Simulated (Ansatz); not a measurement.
**Ligand exchange: MgHF + H2O → MgH(OH) + HF**

Species: MgHF `[F][MgH]`, singlet; H2O (water) `O`, singlet; MgH(OH), singlet; HF (hydrogen fluoride), singlet. The partners trade F for OH: Mg–F and H–OH bonds give way to Mg–OH and H–F.

Shapes, held fixed at every level: PBE0-D4/def2-TZVP. Programs: Ansatz 0.2.0. The zero-point and thermal change to 298 K, harmonic and unscaled (PBE0-D4/def2-TZVP), is -3.0 kJ/mol.

Q: Estimate ΔH(298 K) of this reaction.

A: The highest level, CCSD(T)/def2-TZVPP, gives ΔH(298 K) = +55.9 kJ/mol; the levels span +54.2 to +63.1. The column of differences is taken from that level and isn't an error. No measured value is set beside it here. Outer-core shells of Mg are correlated in most correlated rows, in sets that cover them unevenly.

```csv
level,kind,ΔH(298 K) (kJ/mol),less CCSD(T)/def2-TZVPP
HF/def2-SVP,Hartree–Fock,+63.1,+7.2
r2SCAN-D4/def2-TZVPP,meta-GGA,+59.3,+3.4
BHLYP-D4/def2-TZVPP,global hybrid,+59.0,+3.1
wB97M-V/def2-TZVPP,range-separated hybrid,+58.8,+2.9
wB97X-V/def2-TZVPP,range-separated hybrid,+59.9,+4.0
MP2/def2-TZVPP,perturbation theory,+54.2,-1.7
CCSD/def2-TZVPP,coupled cluster or CI,+56.1,+0.2
CCSD(T)/def2-TZVPP,coupled cluster or CI,+55.9,0.0
```
